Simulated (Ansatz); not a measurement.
# [PH2]− (phosphanide) at 6 levels

Wanted: a comparison of 6 runs (HF/STO-3G, HF/def2-TZVPPD, B3LYP/6-31G*, revPBE/def2-TZVPPD, MP2/def2-TZVPPD, CCSD(T)/def2-TZVPPD) of [PH2]− (phosphanide). 

Program for the calculation: Ansatz 0.2.0.

## (1) Starting point

[PH2]− has 3 atoms, charge -1, and is taken as a singlet. SMILES: `[PH2-]`. The P1–H2 distance was set to 2.959 Å, away from the relaxed value. At this shape a bond of the SMILES string is far longer than usual.

Bond lengths: P1–H3 1.345 Å.

## (2) The energy at HF/STO-3G (run 1)

The input, input.yaml:

```yaml
basis:
  gaussian:
    orbitals: STO-3G
crystal:
  periodic: [false, false, false]
  atoms:
    - {symbol: P, position_ang: [0.970924, -1.834165, 0.340956]}
    - {symbol: H, position_ang: [0.105590, 0.990220, 0.165130]}
    - {symbol: H, position_ang: [-0.132496, -2.237235, -0.314274]}
total_charge: -1
magnetization:
  spin_polarized: false
  initial_magnetization: 0
hamiltonian:
  xc: hf
accuracy: high
output:
  orbitals: {seedname: orbitals}
```

On the command line:

```bash
ansatz run input.yaml --threads 1 --pin off --max-ram 2610MiB --events-out events.jsonl --progress --plain --runs-dir runs
```

The log of the run:

```text
Warning: RAYON_NUM_THREADS=1 ignored (pool sized by the plan → 1); use --threads N
Functional definition: HF
  name "HF"
  exchange = exact_x
  correlation = 0
161 factors; integrals over basis functions are off by at most 8.5e-9 eV
mean field evaluation 1: about -9184.8992 eV, gradient 5.7e0 eV
mean field evaluation 2: about -9184.9085 eV, gradient 5.7e0 eV
mean field evaluation 4: about -9185.9250 eV, gradient 3.9e-1 eV
mean field evaluation 8: about -9185.9250 eV, gradient 8.3e-6 eV
mean field evaluation 16: about -9185.3897 eV, gradient 1.6e0 eV
mean field -9185.92497277 eV, -337.5765163056 hartree, gradient 8.6e-9 eV, S^2 0.000000; 0 other end points of the search recorded, 0 dependent functions left out
reference -9185.92497277 eV, -337.5765163056 hartree; 9, 9 occupied and 2, 2 virtual orbitals, 161 factors
Total energy: -9185.92497277 eV, -337.5765163056 hartree
```

It took 0.1 s on 1 thread of Arm Neoverse N1, shared host.

## (3) The energy at HF/def2-TZVPPD (run 2)

The input, molecule.yaml:

```yaml
crystal:
  periodic: [false, false, false]
  atoms:
    - {symbol: P, position_ang: [0.970924, -1.834165, 0.340956]}
    - {symbol: H, position_ang: [0.105590, 0.990220, 0.165130]}
    - {symbol: H, position_ang: [-0.132496, -2.237235, -0.314274]}
basis:
  gaussian:
    orbitals: def2-TZVPPD.json
total_charge: -1
hamiltonian:
  xc: hf
accuracy: high
output:
  orbitals: {seedname: orbitals}
```

The basis set def2-TZVPPD is read from a file made from the Basis Set Exchange's data (not shown).

On the command line:

```bash
ansatz run molecule.yaml --threads 1 --pin off --max-ram 2610MiB --events-out events.jsonl --progress --plain --runs-dir runs
```

The log of the run:

```text
Warning: RAYON_NUM_THREADS=1 ignored (pool sized by the plan → 1); use --threads N
[... 4 set-up lines as earlier in the session ...]
1137 factors; integrals over basis functions are off by at most 3.7e-9 eV
mean field evaluation 1: about -9298.0809 eV, gradient 1.7e1 eV
mean field evaluation 2: about -9298.0820 eV, gradient 1.7e1 eV
mean field evaluation 4: about -9299.3420 eV, gradient 1.7e0 eV
mean field evaluation 8: about -9299.3663 eV, gradient 1.4e-1 eV
mean field evaluation 16: about -9299.3666 eV, gradient 2.1e-8 eV
mean field -9299.36656289 eV, -341.7454178491 hartree, gradient 2.1e-8 eV, S^2 0.000000; 0 other end points of the search recorded, 0 dependent functions left out
reference -9299.36656289 eV, -341.7454178491 hartree; 9, 9 occupied and 73, 73 virtual orbitals, 1137 factors
Total energy: -9299.36656289 eV, -341.7454178491 hartree
```

Run time: 1.6 s. Hardware: 1 thread of Arm Neoverse N1, shared host; peak memory 0.14 GiB.

Runs 3 to 5 aren't shown in full; the table further down has their settings and results.

## (4) The energy at CCSD(T)/def2-TZVPPD (run 6)

The input, run.yaml:

```yaml
crystal:
  periodic: [false, false, false]
  atoms:
    - {symbol: P, position_ang: [0.970924, -1.834165, 0.340956]}
    - {symbol: H, position_ang: [0.105590, 0.990220, 0.165130]}
    - {symbol: H, position_ang: [-0.132496, -2.237235, -0.314274]}
basis:
  gaussian:
    orbitals: def2-TZVPPD.json
correlation:
  method: ccsd_t
  frozen_orbitals: {H: 0, P: 5}
accuracy: high
total_charge: -1
scf:
  omitted_lower_state_checks: [cluster_reference, increment]
```

The basis set def2-TZVPPD is read from a file made from the Basis Set Exchange's data (not shown).

On the command line:

```bash
ansatz run run.yaml --threads 1 --pin off --max-ram 2610MiB --events-out events.jsonl --progress --plain --runs-dir runs
```

The log of the run:

```text
Warning: RAYON_NUM_THREADS=1 ignored (pool sized by the plan → 1); use --threads N
[... 12 lines left out ...]
5 core orbitals not correlated: weight in the atoms' cores, before any rotation towards them, 1.000 or more for the frozen orbitals, at most 0.000 for the correlated occupied ones
[... 33 lines left out ...]
Total energy: -9305.56169469 eV, -341.9730847438 hartree
Checks for a lower state left out: cluster_reference, increment
```

It took 5.4 s on 1 thread of Arm Neoverse N1, shared host; peak memory 0.33 GiB.

## (5) Overview of the runs

```csv
run,level,Cartesian functions,frozen core orbitals,energy (Eh),HOMO energy (eV),LUMO energy (eV),HOMO–LUMO gap (eV),wall time
1,HF/STO-3G,no,–,-337.576516,4.66,12.24,7.58,0.1 s
2,HF/def2-TZVPPD,no,–,-341.745418,-2.45,4.89,7.34,1.6 s
3,B3LYP/6-31G* (Cartesian functions),yes,–,-342.408209,0.98,2.66,1.69,1.1 s
4,revPBE/def2-TZVPPD,no,–,-342.372290,1.28,1.41,0.12,6 s
5,MP2/def2-TZVPPD,no,5,-341.915753,–,–,–,2.1 s
6,CCSD(T)/def2-TZVPPD,no,5,-341.973085,–,–,–,5.4 s
```

## (6) Summary of results

| quantity | value |
| --- | --- |
| run 6: total energy | -341.97308 Eh |
| run 6: correlation energy (5 core orbitals frozen) | -227.7 mEh |
| run 6: (T) correction | -15.38 mEh |
| run 6: T1 diagnostic | 0.078 |

Below the HF energy at the same shape and in the same basis (def2-TZVPPD): MP2 -170.3 mEh; CCSD(T) -227.7 mEh. Over runs 1, 2, 3, 4 the HOMO–LUMO gap runs from 0.12 eV (revPBE/def2-TZVPPD) to 7.58 eV (HF/STO-3G). The two ends differ in method and basis. The empty levels of an anion lie above zero and hang on the basis. Totals of different functionals can't be ranked against each other. In runs 1, 3, 4 the HOMO lies above zero, so the outermost electron may be held by the basis alone. In run 6 the T1 diagnostic is large, so a single reference may not serve. In runs 5, 6 the log says that unrestricted orbitals would lower the reference, so the values rest on an unstable closed-shell determinant (other closed-shell runs at this shape may share the fault). In run 1 the basis is minimal, so the values are rough. All runs together took 16 s, the longest 6 s.
